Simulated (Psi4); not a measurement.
# CH7BO (SMILES [BH3-][OH+]C): entropy by statistical mechanics

A singlet with charge 0, relaxed at PBE0-D4/def2-TZVP (density fitting) (Psi4 1.11):

```xyz
10

B    -1.0300    0.4451   -0.6547
O     0.5510    0.0465   -0.4413
C     0.8404   -0.6070    0.8001
H    -1.5817   -0.6271   -0.6855
H    -1.0075    1.0459   -1.7014
H    -1.3003    1.1228    0.3148
H     1.0657    0.8568   -0.5189
H     0.2660   -1.5297    0.7925
H     0.5214    0.0161    1.6373
H     1.9073   -0.8249    0.8497
```

Harmonic wavenumbers in cm⁻¹: 141, 201, 289, 548, 634, 907, 949, 1046, 1136, 1167, 1179, 1188, 1198, 1369, 1465, 1480, 1501, 2452, 2521, 2553, 3068, 3156, 3191, 3841.

Masses in u: B 10.81, O 15.999, C 12.011, H 1.008. Take T = 298.15 K, p = 1 bar, R = 8.3145 J/(mol K), kT/hc = 207.22 cm⁻¹, rigid rotor and harmonic oscillator.

Problem. Work out S° at 298 K.

Solution. 
1. Translation (Sackur–Tetrode): S = R[3/2 ln M + 5/2 ln T − 1.1517] with M = 45.876 gives 156.6 J/(mol K).
2. Rotation: principal moments 15.994, 58.166, 65.800 u Å² give A, B, C = 1.054, 0.2898, 0.2562 cm⁻¹; the symmetry number is σ = 1; q = (√π/σ)√((kT/hc)³/ABC) = 18900; S = R(ln q + 3/2) = 94.3.
3. Vibration: with u = ν̃/207.22, each mode gives R[u/(eᵘ − 1) − ln(1 − e⁻ᵘ)]; the sum is 33.3, most from 141 cm⁻¹ (11.7), 201 cm⁻¹ (8.9), 289 cm⁻¹ (6.2).
4. Spin and the two mirror images of this shape: R ln 2 = 5.8.
5. Sum: 156.6 + 94.3 + 33.3 + 5.8 = 290.0 J/(mol K).

No measured value is set beside it here. Where a soft mode is a torsion, a harmonic oscillator describes it poorly.
